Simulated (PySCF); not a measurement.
# SClO2F (sulfuryl chloride fluoride) at BHLYP/def2-SVP

Aim: the vertical singlet–triplet gap of SClO2F (sulfuryl chloride fluoride) at BHLYP/def2-SVP, from 2 runs. Input form: a Python script.

Program for the calculation: PySCF 2.14.0.

2 further runs of the same task are left out: 2 set aside as unsound or not needed.

### 1 The system as given

SClO2F has 5 atoms, charge 0, and is taken as a singlet. As SMILES, `O=S(=O)(F)Cl`. Geometry: relaxed at GFN2-xTB.

Bond lengths: O1–S2 1.409 Å, S2–O3 1.410 Å, S2–F4 1.624 Å, S2–Cl5 2.019 Å. Angles: O1–S2–O3 122.9°, O1–S2–F4 106.9°, O1–S2–Cl5 109.9°, O3–S2–F4 106.9°, O3–S2–Cl5 109.8°, F4–S2–Cl5 97.1°.

### 2 The energy at BHLYP/def2-SVP

File calc.py:

```python
from pyscf import gto, dft

molecule = gto.Mole()
molecule.atom = '''
O     -0.106320    -0.174430     1.511240
S      0.117000    -0.138330     0.120060
O      1.169750    -0.836360    -0.505500
F     -1.260200    -0.622100    -0.592560
Cl     0.079760     1.771230    -0.533250
'''
molecule.basis = 'def2-svp'
molecule.verbose = 3
molecule.spin = 0
molecule.max_memory = 1860
molecule.build()

myscf = dft.RKS(molecule)
myscf.xc = 'bhandhlyp'
myscf.conv_tol = 1e-10
myscf.grids.level = 5
myscf.kernel()
if not myscf.converged:
    myscf = myscf.newton().run(myscf.mo_coeff, myscf.mo_occ)

etot = myscf.e_tot
print('Final energy', etot)
```

Command:

```console
$ OMP_NUM_THREADS=1 python calc.py
```

What it wrote:

```text
converged SCF energy = -1107.9951759546
Final energy -1107.9951759545959
```

Run time: 16 s. Hardware: 1 thread of Arm Neoverse V1, shared host; peak memory 0.4 GiB.

### 3 The triplet, same level

File job.py:

```python
from pyscf import gto, dft

mol = gto.Mole()
mol.atom = '''
O   -0.106320  -0.174430   1.511240
S    0.117000  -0.138330   0.120060
O    1.169750  -0.836360  -0.505500
F   -1.260200  -0.622100  -0.592560
Cl   0.079760   1.771230  -0.533250
'''
mol.basis = 'def2-svp'
mol.verbose = 4
mol.charge = 0
mol.max_memory = 1860
mol.spin = 2
mol.build()

calc0 = dft.UKS(mol, xc='bhandhlyp')
calc0.conv_tol = 1e-10
calc0.grids.level = 5
calc0.kernel()
if not calc0.converged:
    calc0 = calc0.newton().run(calc0.mo_coeff, calc0.mo_occ)

etot = calc0.e_tot
print(f'total energy: {etot:.8f} hartree')
```

Command:

```console
$ OMP_NUM_THREADS=1 python job.py
```

What it wrote:

```text
PySCF version 2.14.0

[INPUT] num. atoms = 5
[INPUT] num. electrons = 58
[INPUT] charge = 0
[INPUT] spin (= nelec alpha-beta = 2S) = 2
[INPUT] symmetry False subgroup None
[INPUT] Mole.unit = angstrom
[INPUT] Symbol           X                Y                Z      unit          X                Y                Z       unit  Magmom
[INPUT]  1 O     -0.106320000000  -0.174430000000   1.511240000000 AA   -0.200915681564  -0.329624927908   2.855829708488 Bohr   0.0
[INPUT]  2 S      0.117000000000  -0.138330000000   0.120060000000 AA    0.221097956574  -0.261405814811   0.226880518515 Bohr   0.0
[INPUT]  3 O      1.169750000000  -0.836360000000  -0.505500000000 AA    2.210507134210  -1.580491341541  -0.955256555968 Bohr   0.0
[INPUT]  4 F     -1.260200000000  -0.622100000000  -0.592560000000 AA   -2.381432862177  -1.175598622092  -1.119776112372 Bohr   0.0
[INPUT]  5 Cl     0.079760000000   1.771230000000  -0.533250000000 AA    0.150724555695   3.347139603613  -1.007696455924 Bohr   0.0

nuclear repulsion = 339.640619661915
number of shells = 34
number of NR pGTOs = 144
number of NR cGTOs = 78
basis = def2-svp
ecp = {}

[... 34 lines left out ...]
[... the frontier-level lines of each cycle are left out ...]
[... 11 lines left out ...]
[... 11 lines left out ...]
[... 11 lines left out ...]
[... 11 lines left out ...]
[... 11 lines left out ...]
[... 11 lines left out ...]
[... 11 lines left out ...]
[... 11 lines left out ...]
[... 11 lines left out ...]
[... 11 lines left out ...]
[... 5 lines left out ...]

cycle= 22 E= -1107.79174657861  delta_E= -8.63e-10  |g|= 3.8e-06  |ddm|= 0.00017


cycle= 23 E= -1107.7917465789  delta_E= -2.91e-10  |g|= 3.06e-06  |ddm|= 7.52e-05


cycle= 24 E= -1107.79174657909  delta_E= -1.9e-10  |g|= 2.13e-06  |ddm|= 7.22e-05


cycle= 25 E= -1107.79174657919  delta_E= -1.01e-10  |g|= 1.71e-06  |ddm|= 5.97e-05


cycle= 26 E= -1107.79174657924  delta_E= -4.87e-11  |g|= 1.37e-06  |ddm|= 2.72e-05


Extra cycle  E= -1107.79174657925  delta_E= -1.3e-11  |g|= 1.31e-06  |ddm|= 5.52e-06
converged SCF energy = -1107.79174657925  <S^2> = 2.0126082  2S+1 = 3.0083937
total energy: -1107.79174658 hartree
```

Wall time 56 s (1 thread of Arm Neoverse V1, shared host); peak memory 0.43 GiB.

### 4 Summary of results

Level: BHLYP/def2-SVP.

```
                                        quantity           value
                           singlet: total energy  -1107.99518 Eh
                          singlet: dipole moment          1.73 D
                            singlet: HOMO energy       -11.57 eV
                            singlet: LUMO energy        -1.23 eV
                          singlet: HOMO–LUMO gap        10.34 eV
                           triplet: total energy  -1107.79175 Eh
                          triplet: dipole moment          2.74 D
     triplet: HOMO energy (highest over α and β)        -6.10 eV
                                   triplet: ⟨S²⟩           2.013
vertical energy of the triplet above the singlet        5.536 eV
```

What this shows: At this shape the triplet lies 5.54 eV (128 kcal/mol) above the singlet. Mulliken charges (singlet) run from -0.41 on O3 to +1.20 on S2. Mulliken charges (triplet) run from -0.40 on O1 to +1.04 on S2; they depend strongly on the basis.
